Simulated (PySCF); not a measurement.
C₂H₆OS, SMILES CS(C)=O. Atoms are numbered in the order given.

```xyz
10

C     -0.1845     0.8011    -1.3551
S      0.4472    -0.2296     0.0000
C     -0.1845     0.8011     1.3551
O     -0.3871    -1.4768     0.0000
H      0.0510     0.2625    -2.2828
H      0.3021     1.7872    -1.3570
H     -1.2753     0.8875    -1.2458
H     -1.2753     0.8875     1.2458
H      0.0510     0.2625     2.2828
H      0.3021     1.7872     1.3570
```

Coordinates come from a PBE0-D3(BJ)/def2-SVP optimisation.

The numbers are results of PBE0-D3(BJ)/def2-SVP run with PySCF, not measurements.

Frequencies are harmonic and unscaled.

```
mode  ν (cm⁻¹)  IR (km/mol)  Raman (Å⁴/amu)  depolarisation  moving atoms (share of kinetic energy)
----  --------  -----------  --------------  --------------  --------------------------------------
1          180          0.0             0.2            0.75                                  H 98 %
2          229          1.0             0.0               –                                  H 94 %
3          284          0.9             2.1            0.73           C 43 %, H 35 %, O 12 %, S 9 %
4          314          9.7             3.8            0.75          O 48 %, H 21 %, C 21 %, S 11 %
5          367          7.6             1.5            0.27          H 29 %, S 29 %, O 25 %, C 17 %
6          659          9.2            23.9            0.12                  C 58 %, S 23 %, H 17 %
7          684         22.2            14.3            0.75                  C 48 %, S 30 %, H 22 %
8          875          3.1             0.4            0.75                          H 84 %, C 14 %
9          914          7.1             3.5            0.75                          H 68 %, C 22 %
10         953          5.5             4.1            0.73                  H 65 %, C 21 %, O 10 %
11        1013         17.3             2.9            0.54                          H 70 %, C 22 %
12        1138        121.5             8.2            0.49                          O 60 %, S 35 %
13        1283          5.1             0.4            0.75                          H 82 %, C 18 %
14        1308         14.0             0.6            0.35                          H 82 %, C 18 %
15        1410         11.5             2.9            0.75                                  H 95 %
16        1424          6.9            24.6            0.73                                  H 96 %
17        1428          0.1            30.3            0.75                                  H 95 %
18        1447         21.4             2.5            0.74                                  H 96 %
19        3060          2.4             0.3            0.75                                  H 98 %
20        3061          4.7           249.7            0.00                                  H 98 %
21        3191          0.0             9.4            0.75                          H 90 %, C 10 %
22        3192          3.0           105.9            0.74                          H 90 %, C 10 %
23        3198          0.0            48.2            0.75                          H 90 %, C 10 %
24        3198          0.7           106.0            0.72                          H 90 %, C 10 %
```
